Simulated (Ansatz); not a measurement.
## A ladder of methods for CH4Si (SMILES C=[SiH2])

CH4Si: 6 atoms, total charge 0, spin state singlet. SMILES: `C=[SiH2]`. The shape is that of a GFN2-xTB optimisation.

```xyz
6

C    -0.7387   -0.5472   -0.2651
Si    0.6113    0.4518    0.2183
H    -1.4085   -0.9966    0.4481
H    -0.9629   -0.7582   -1.2967
H     0.9530    0.7660    1.6007
H     1.5459    1.0842   -0.7053
```

Quantity: the vertical ionisation energy (to the doublet cation), in eV. The values are calculated.

```csv
level,kind,program,value (eV),less FCI/STO-3G,CPU time (all runs)
HF/STO-3G,Hartree–Fock,Ansatz,4.20,-1.56,0.21 s
SVWN5/STO-3G,LDA,Ansatz,6.71,+0.95,1.7 s
BLYP/STO-3G,GGA,Ansatz,6.47,+0.71,2.7 s
B3LYP/STO-3G,global hybrid,Ansatz,6.43,+0.67,2.9 s
BHLYP/STO-3G,global hybrid,Ansatz,5.90,+0.14,2.7 s
CAM-B3LYP/STO-3G,range-separated hybrid,Ansatz,6.26,+0.50,3.5 s
HSE06/STO-3G,range-separated hybrid,Ansatz,6.32,+0.56,3.5 s
CCSDT(Q)/STO-3G,coupled cluster or CI,Ansatz,5.76,0.00,1.1 s
FCI/STO-3G,exact in the basis,Ansatz,5.76,0.00,9.9 s
```

FCI/STO-3G is exact within its basis and frozen core, so for wave-function methods in that basis the difference is their error; functionals converge differently with the basis, so for them it is only a difference. The values span 4.20 to 6.71 eV. All rows use very small basis sets, so even the best lies far from the true value. CPU times are rough (shared hosts, several kinds of processor): they show what a rung costs within a factor of a few.
